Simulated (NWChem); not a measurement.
All runs are NWChem calculations. System: H4Si, charge 0, spin multiplicity 1, at a geometry optimised with PBE0/def2-SVP. The structure started from a generated list of species. Level: BHandHLYP/def2-SVPD.

Output (cleaned and shortened):

```
             Northwest Computational Chemistry Package (NWChem) 7.3.0
             --------------------------------------------------------

                                NWChem Input Module
                                -------------------

 Scaling coordinates for geometry "geometry" by  1.889725989
 (inverse scale =  0.529177249)

 Turning off AUTOSYM since
 SYMMETRY directive was detected!

                             Geometry "geometry" -> ""
                             -------------------------

 Output coordinates in angstroms (scale by  1.889725989 to convert to a.u.)

  No.       Tag          Charge          X              Y              Z
 ---- ---------------- ---------- -------------- -------------- --------------
    1 Si                  14.0000     0.00000000     0.00000000     0.00000000
    2 H                    1.0000     1.21874600     0.00000000     0.86182400
    3 H                    1.0000    -1.21874600     0.00000000     0.86182400
    4 H                    1.0000     0.00000000    -1.21874500    -0.86182300
    5 H                    1.0000     0.00000000     1.21874500    -0.86182300

 Effective nuclear repulsion energy (a.u.)      21.1554661136

            Nuclear Dipole moment (a.u.)
            ----------------------------
        X                 Y               Z
 ---------------- ---------------- ----------------
     0.0000000000     0.0000000000     0.0000037795

      Symmetry information
      --------------------

 Group name             C2v
 Group number             16
 Group order               4
 No. of unique centers     3

      Symmetry unique atoms

     1    2    4


 Summary of "ao basis" -> "" (spherical)
 ------------------------------------------------------------------------------
       Tag                 Description            Shells   Functions and Types
 ---------------- ------------------------------  ------  ---------------------
 *                         def2-svpd                  on all atoms

                              NWChem Property Module
                              ----------------------

                                 NWChem DFT Module
                                 -----------------

 Summary of "ao basis" -> "ao basis" (spherical)
 ------------------------------------------------------------------------------
       Tag                 Description            Shells   Functions and Types
 ---------------- ------------------------------  ------  ---------------------
 Si                        def2-svpd                10       24   5s3p2d
 H                         def2-svpd                 4        8   2s2p

 Summary of "ao basis" -> "ao basis" (spherical)
 ------------------------------------------------------------------------------
       Tag                 Description            Shells   Functions and Types
 ---------------- ------------------------------  ------  ---------------------
 Si                        def2-svpd                10       24   5s3p2d
 H                         def2-svpd                 4        8   2s2p

            General Information
            -------------------
          SCF calculation type: DFT
          Wavefunction type:  closed shell.
          No. of atoms     :     5
          No. of electrons :    18
           Alpha electrons :     9
            Beta electrons :     9
          Charge           :     0
          Spin multiplicity:     1
          Use of symmetry is: off; symmetry adaption is: off
          Maximum number of iterations: 100
          AO basis - number of functions:    56
                     number of shells:    26
          Convergence on energy requested:  1.00D-06
          Convergence on density requested:  1.00D-05
          Convergence on gradient requested:  5.00D-04

              XC Information
              --------------
                        BHLYP Method XC Functional
                     Hartree-Fock (Exact) Exchange  0.500
                        Slater Exchange Functional  0.500 local
                    Becke 1988 Exchange Functional  0.500 non-local
              Lee-Yang-Parr Correlation Functional  1.000

             Grid Information
             ----------------
[...]
    41      0.327709  4 H  s                 49     -0.327709  5 H  s
    10     -0.292015  1 Si py                13     -0.292890  1 Si py
     7      0.167668  1 Si py                42      0.111878  4 H  s
    50     -0.111878  5 H  s                 16      0.076613  1 Si d -1
    21      0.036632  1 Si d -1

 Vector    9  Occ=2.000000D+00  E=-4.083357D-01
              MO Center= -1.8D-06,  1.4D-10,  6.0D-01, r^2= 2.1D+00
   Bfn.  Coefficient  Atom+Function         Bfn.  Coefficient  Atom+Function
  ----- ------------  ---------------      ----- ------------  ---------------
    25      0.327708  2 H  s                 33     -0.327709  3 H  s
     9      0.292014  1 Si px                12      0.292889  1 Si px
     6     -0.167667  1 Si px                26      0.111879  2 H  s
    34     -0.111879  3 H  s                 18     -0.076613  1 Si d  1
    23     -0.036632  1 Si d  1

 Vector   10  Occ=0.000000D+00  E= 3.537611D-02
              MO Center=  2.4D-09, -1.0D-09,  6.2D-07, r^2= 9.6D+00
   Bfn.  Coefficient  Atom+Function         Bfn.  Coefficient  Atom+Function
  ----- ------------  ---------------      ----- ------------  ---------------
     4      6.232202  1 Si s                  5     -4.140797  1 Si s
    26     -0.740525  2 H  s                 34     -0.740525  3 H  s
    42     -0.740533  4 H  s                 50     -0.740533  5 H  s
    30      0.238221  2 H  px                38     -0.238221  3 H  px
    47     -0.238223  4 H  py                55      0.238223  5 H  py

 Vector   11  Occ=0.000000D+00  E= 6.948827D-02
              MO Center=  1.8D-06, -5.5D-11, -4.1D-01, r^2= 4.8D+00
   Bfn.  Coefficient  Atom+Function         Bfn.  Coefficient  Atom+Function
  ----- ------------  ---------------      ----- ------------  ---------------
    23      0.682041  1 Si d  1              26      0.371737  2 H  s
    34     -0.371738  3 H  s                 12     -0.199032  1 Si px
     9      0.185551  1 Si px                25     -0.157703  2 H  s
    32     -0.157021  2 H  pz                33      0.157704  3 H  s
    40      0.157021  3 H  pz                18      0.156002  1 Si d  1

 Vector   12  Occ=0.000000D+00  E= 6.948839D-02
              MO Center=  3.0D-10,  8.9D-07,  4.1D-01, r^2= 4.8D+00
   Bfn.  Coefficient  Atom+Function         Bfn.  Coefficient  Atom+Function
  ----- ------------  ---------------      ----- ------------  ---------------
    21      0.682042  1 Si d -1              42     -0.371739  4 H  s
    50      0.371739  5 H  s                 13     -0.199034  1 Si py
    10      0.185550  1 Si py                41      0.157704  4 H  s
    48     -0.157020  4 H  pz                49     -0.157703  5 H  s
    56      0.157021  5 H  pz                16      0.156002  1 Si d -1

 center of mass
 --------------
 x =   0.00000000 y =   0.00000000 z =   0.00000012

 moments of inertia (a.u.)
 ------------------
          21.384001073090           0.000000000000           0.000000000000
           0.000000000000          21.384018618189           0.000000000000
           0.000000000000           0.000000000000          21.383010066193

     Multipole analysis of the density
     ---------------------------------

     L   x y z        total         alpha         beta         nuclear
     -   - - -        -----         -----         ----         -------
     0   0 0 0     -0.000000     -9.000000     -9.000000     18.000000

     1   1 0 0      0.000000      0.000000      0.000000      0.000000
     1   0 1 0      0.000000      0.000000      0.000000      0.000000
     1   0 0 1     -0.000001     -0.000002     -0.000002      0.000004

     2   2 0 0    -12.423510    -11.516006    -11.516006     10.608502
     2   1 1 0     -0.000000     -0.000000     -0.000000      0.000000
     2   1 0 1     -0.000000     -0.000000     -0.000000      0.000000
     2   0 2 0    -12.423508    -11.515996    -11.515996     10.608485
     2   0 1 1     -0.000000     -0.000000     -0.000000      0.000000
     2   0 0 2    -12.423517    -11.516501    -11.516501     10.609486

 *** CALLING NEW AORESP DRIVER FOR CLOSED AND OPEN SHELLS ***
 Entering AOResponse driver routine

--------------------------------------------------------------------------------

          ****************
          *** RESPONSE ***
          ****************

 Response module for NWChem and dynamic CPKS solver

          -----------------------------------------------
          Solving response equations for perturbing field
          -----------------------------------------------

 number of frequencies:     1
 frequency in a.u.:  0.0000000E+00
 Perturbing field: electric
 Using El. Dipole Length Gauge

 Setting up CPKS with frequency omega =      0.00000000 a.u.

 STATIC response

                                NWChem CPHF Module
                                ------------------

  scftype          =     RHF
  nclosed          =        9
  nopen            =        0
  variables        =      423
  # of vectors     =        3
  tolerance        = 0.10D-03
  level shift      = 0.00D+00
  max iterations   =       50
  max subspace     =       30

  int2e_file: Failed to allocate cache ... halving
 SCF residual:    2.1301570921179546E-005

Iterative solution of linear equations
  No. of variables      423
  No. of equations        3
  Maximum subspace       30
        Iterations       50
       Convergence  1.0D-04

   iter   nsub   residual    time
   ----  ------  --------  ---------
     1      3    7.86D-01       1.4
     2      6    1.77D-01       1.8
     3      9    9.61D-03       2.3
     4     12    6.66D-04       2.8
     5     15    2.84D-05       3.2

 Electric Dipole Response Matrix (nonzero elements):

              1        2        3
    1   30.9837   0.0000   0.0000
    2    0.0000  30.9836  -0.0000
    3    0.0000  -0.0000  30.9842

 ------------------------------------------
 average:        30.98384 + I       0.00000

 DFT Linear Response polarizability / au
 Frequency  =       0.0000000 / au
 Wavelength = -999999.0000000 / nm
              X              Y              Z
 -----------------------------------------------
 X      30.9836723      0.0000000      0.0000000
 Y       0.0000000     30.9836437     -0.0000000
 Z       0.0000000     -0.0000000     30.9842010
 -----------------------------------------------
 Eigenvalues =      30.9836723     30.9836437     30.9842010
 Isotropic   =      30.9838390
 Anisotropic =       0.0005436
 -----------------------------------------------

 Magnetic Dipole Response Matrix (nonzero elements):
 Optical rotation tensor Beta

 *** static G'=0. Use GPRIME input with finite omega
 *** or better ORBETA without GPRIME for small or zero freq.

 zero matrix

 ------------------------------------------
 average:         0.00000 + I       0.00000

 Exiting AOResponse driver routine

          -------------
          Dipole Moment
          -------------

 Center of charge (in au) is the expansion point
         X =       0.0000000 Y =       0.0000000 Z =       0.0000002

   Dipole moment        0.0000010692 A.U.
             DMX        0.0000000004 DMXEFC        0.0000000000
             DMY        0.0000000006 DMYEFC        0.0000000000
             DMZ       -0.0000010692 DMZEFC        0.0000000000
   -EFC- dipole         0.0000000000 A.U.
   Total dipole         0.0000010692 A.U.

   Dipole moment        0.0000027178 Debye(s)
             DMX        0.0000000009 DMXEFC        0.0000000000
             DMY        0.0000000015 DMYEFC        0.0000000000
             DMZ       -0.0000027178 DMZEFC        0.0000000000
   -EFC- dipole         0.0000000000 DEBYE(S)
   Total dipole         0.0000027178 DEBYE(S)

 1 a.u. = 2.541766 Debyes

 Task  times  cpu:        3.2s     wall:        3.2s

 Total times  cpu:        3.2s     wall:        3.2s
```

### Question
Write an NWChem input that would produce this output.

### Answer
This is not unique; one that fits is 
```
start mol
memory heap 200 mb stack 900 mb global 1100 mb
geometry units angstroms nocenter noautoz
  Si     0.000000     0.000000    -0.000000
  H      1.218746     0.000000     0.861824
  H     -1.218746     0.000000     0.861824
  H      0.000000    -1.218745    -0.861823
  H      0.000000     1.218745    -0.861823
  symmetry group C2v
end
basis spherical
  * library def2-svpd
end
dft
  xc bhlyp
  semidirect memsize 60000000 filesize 0
  iterations 100
end
property
  dipole
  response 1 0.0
end
task dft property
```
